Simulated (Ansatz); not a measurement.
Molecule: disodium, Na$_{2}$ (charge 0, singlet). 
Geometry from a B3LYP-D3(BJ)/def2-TZVP (Ansatz, a first-principles code) optimisation:
SMILES: [Na][Na]
```xyz
2

Na     0.0000     0.0000    -1.5272
Na     0.0000     0.0000     1.5272
```

Basis-set convergence of Hartree-Fock and MP2 correlation energies (hartree) with Ansatz. Correlated levels leave the core frozen unless marked. No spin-orbit coupling. No relativistic terms.

The Hartree-Fock reference is unstable (checked in the largest basis), which strains HF and MP2. 

| basis | functions | E(HF) | E(corr, MP2) |
|---|---|---|---|
| def2-SVP | 30 | -323.58418 | -0.01607 |
| def2-TZVPP | 64 | -323.70271 | -0.01762 |
| def2-QZVPP | 116 | -323.71652 | -0.01923 |

Extrapolating the two largest sets (X = 3 and 4) as X^-3: E(corr) = (64·(-0.01923) - 27·(-0.01762))/37 = -0.0204 Eh, an estimate of the basis-set limit. The largest set recovers 94.2 % of it, the smallest 78.8 %.
